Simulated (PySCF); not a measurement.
**Magnesium: a sound run and one with changed settings**

Sound run: Mg [Ne] 3s2, Mg⁺ [Ne] 3s1. Computed with PySCF 2.14 in jorge-DZP-DKH, with the spin-free X2C one-electron Hamiltonian (Gaussian nucleus). In the sound run the correlated levels freeze [Ne]. The sound run starts from symmetry-adapted Hartree-Fock orbitals and uses a fine grid where one is needed.

Changed run: the non-relativistic Hamiltonian (point nucleus). This setting is unsound on purpose.

```csv
species,method,sound run (hartree),changed run (hartree),converged
Mg,UHF,-199.91307,-199.57202,yes
Mg,MN15,-200.36553,-200.01235,yes
Mg,PBE0,-200.27044,-199.92720,yes
Mg,MP2,-199.93396,-199.59292,yes
Mg,CCSD(T),-199.94581,-199.60481,yes
Mg⁺,UHF,-199.67014,-199.32952,yes
Mg⁺,MN15,-200.08724,-199.73452,yes
Mg⁺,PBE0,-199.99260,-199.64983,yes
```

Ionisation energy of Mg:

```tsv
method	sound run (eV)	changed run (eV)
UHF	6.610	6.599
MN15	7.573	7.560
PBE0	7.561	7.547
MP2	7.179	7.168
SCS-MP2	7.293	7.281
CCSD	7.501	7.491
CCSD(T)	7.501	7.491
CCSDT	7.501	7.491
FCI	7.501	7.491
```

Most of the change in total energy is the relativistic energy itself. On top of that the contraction fixes the core shape for the Hamiltonian it was made with, so the changed run is not a good calculation with the other Hamiltonian either.

For comparison, NIST gives 7.646 eV between the lowest levels.
